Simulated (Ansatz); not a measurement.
Relaxation of BH6NO (9 atoms, charge 0, multiplicity 1), to a largest force component of 0.03 eV/Å in at most 50 steps.

The calculation used RKS PBE-D4/def2-SVP in Ansatz.

```xyz
9
Properties=species:S:1:pos:R:3:forces:R:3
B 0.172 0.554 -0.261 -0.05 2.05 0.54
H -0.125 -0.429 1.911 0.21 -2.05 0.46
O 1.385 -0.082 -0.352 0.00 0.01 -0.02
H 1.293 -0.974 -0.724 0.00 0.01 -0.01
H -0.872 0.058 -0.655 0.02 0.01 -0.02
N 0.135 1.913 0.321 0.22 -1.67 -1.00
H 0.986 2.396 0.615 -0.06 -0.04 -0.02
H -0.701 2.491 0.310 -0.03 -0.01 -0.02
H -0.222 0.284 1.862 -0.31 1.70 0.08
```

Problem. Where does it end, and by what steps?

Solution. It converged. The force dipped under the threshold on the way, but the program's further checks kept it going. After 18 steps the energy has fallen by 0.352 eV; H2 moved furthest, 1.55 Å.

```tsv
step	energy less start (eV)	largest force component (eV/Å)	accepted
0	0.0000	2.052	yes
1	-0.2116	0.889	yes
2	-0.2772	0.378	yes
3	-0.3062	0.144	yes
4	-0.3167	0.168	yes
5	-0.3265	0.085	yes
6	-0.3245	0.525	no
7	-0.3319	0.050	yes
8	-0.3353	0.144	yes
9	-0.3403	0.163	yes
10	-0.3402	0.318	no
11	-0.3445	0.089	yes
12	-0.3474	0.093	yes
13	-0.3498	0.149	yes
14	-0.3507	0.147	yes
15	-0.3515	0.070	yes
16	-0.3519	0.021	yes
17	-0.3520	0.039	yes
18	-0.3520	0.011	yes
```

```xyz
9
Properties=species:S:1:pos:R:3
B 0.302 0.563 -0.659
H -0.656 0.118 3.262
O 1.557 0.084 -0.968
H 1.513 -0.618 -1.637
H -0.708 0.134 -1.198
N 0.186 1.578 0.316
H 0.995 1.989 0.782
H -0.704 2.003 0.565
H -0.435 0.359 2.564
```

Whether the end is a true minimum wasn't checked by a vibrational analysis.

Time of the run: 35 s on 1 thread of Arm Neoverse V1 (shared host), peak memory 0.13 GiB.
